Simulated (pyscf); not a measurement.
H₂B–CH₃ + CH₄ → H₃C–BH–CH₃ + H₂, a four-centre exchange (singlet surface; B–H, C–H broken, B–C, H–H formed). PySCF, gas phase, ωB97X-D3(BJ)/def2-SVP geometries. Energies in kcal/mol from the separated reactants.

Small-basis levels: PySCF, no dispersion term, spherical d functions. 

Q: In single points SVWN5/6-31G* puts the saddle at 5.5 kcal/mol and the reaction energy at +2.2 kcal/mol. Should these be trusted to within a few kcal/mol? Compare with ωB97M-D3(BJ)/def2-TZVP.

A: ωB97M-D3(BJ)/def2-TZVP gives ΔE‡ = 23.9 kcal/mol and ΔE = +3.8 kcal/mol. SVWN5/6-31G* lies 18.4 kcal/mol under it in the barrier and 1.6 kcal/mol under it in the reaction energy, so on this step it does not hold to within 3.0 kcal/mol. ωB97M-D3(BJ)/def2-TZVP has limits of its own. At the saddle there is also a short B–H contact that neither side keeps. One saddle was located; it need not be the lowest between these sides.
